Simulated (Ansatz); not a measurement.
Relaxation of CH5BN (8 atoms, charge 0, multiplicity 2), to a largest force component of 0.015 eV/Å in at most 40 steps.

All numbers below come from Ansatz, UKS PBE0/def2-SVPD.

```xyz
8
Properties=species:S:1:pos:R:3
C -0.849 0.691 -0.664
B 0.031 0.267 0.490
N 0.014 1.027 1.667
H -0.889 0.159 -1.603
H -1.496 1.553 -0.636
H 0.729 -0.675 0.445
H -0.558 1.847 1.779
H 0.566 0.817 2.481
```

Question: Where does it end, and by what steps?

Answer: The run converged. After 3 steps the energy has fallen by 0.039 eV; H5 moved furthest, 0.04 Å.

```csv
step,energy less start (eV),largest force component (eV/Å),accepted
0,0.0000,0.712,yes
1,-0.0348,0.214,yes
2,-0.0380,0.058,yes
3,-0.0385,0.013,yes
```

```xyz
8
Properties=species:S:1:pos:R:3
C -0.861 0.692 -0.688
B 0.024 0.282 0.500
N 0.018 1.034 1.685
H -0.888 0.138 -1.629
H -1.520 1.568 -0.666
H 0.745 -0.689 0.455
H -0.552 1.858 1.814
H 0.582 0.802 2.488
```

Whether the end is a true minimum wasn't checked by a vibrational analysis.

Time of the run: 11 s on 2 threads of Arm Neoverse V1, with other jobs on the host, peak memory 0.18 GiB.
